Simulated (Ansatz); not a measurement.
difluoromethane (SMILES FCF) moved off its minimum; all values from Ansatz (a program for electronic structure), cores frozen in correlated methods.
(charge 0, multiplicity 1)
```xyz
5

F     -1.1563    -0.5449    -0.0513
C     -0.0973     0.5312    -0.0307
F      1.1277    -0.1517     0.0813
H      0.0278     1.0855     0.9648
H     -0.2478     1.2692    -0.9601
```

```
level                largest force (eV/Å)  on atom  rms difference from CCSD(T)/aug-cc-pVTZ (eV/Å)  dipole (D)
-------------------  --------------------  -------  ----------------------------------------------  ----------
HF/def2-TZVPP                        5.52       F1                                           0.595        2.82
PBE/def2-TZVPP                       3.57       F1                                           0.229        2.24
r2SCAN/def2-TZVPP                    4.01       F1                                           0.053        2.35
B3LYP/def2-TZVPP                     3.97       F1                                           0.056        2.43
wB97M-V/def2-TZVPP                   4.25       F1                                           0.066        2.44
MP2/aug-cc-pVTZ                      4.18       F1                                           0.059        2.50
CCSD(T)/aug-cc-pVTZ                  4.14       F1                                           0.000        2.47
```

The differences count from one level among others, with limits of its own. Forces at CCSD(T)/aug-cc-pVTZ (eV/Å):

| atom | Fx | Fy | Fz |
|---|---|---|---|
| F1 | 2.652 | 3.175 | 0.114 |
| C2 | -0.124 | -0.806 | 0.969 |
| F3 | -1.321 | 0.466 | -1.548 |
| H4 | -1.755 | -0.570 | -1.345 |
| H5 | 0.547 | -2.265 | 1.809 |
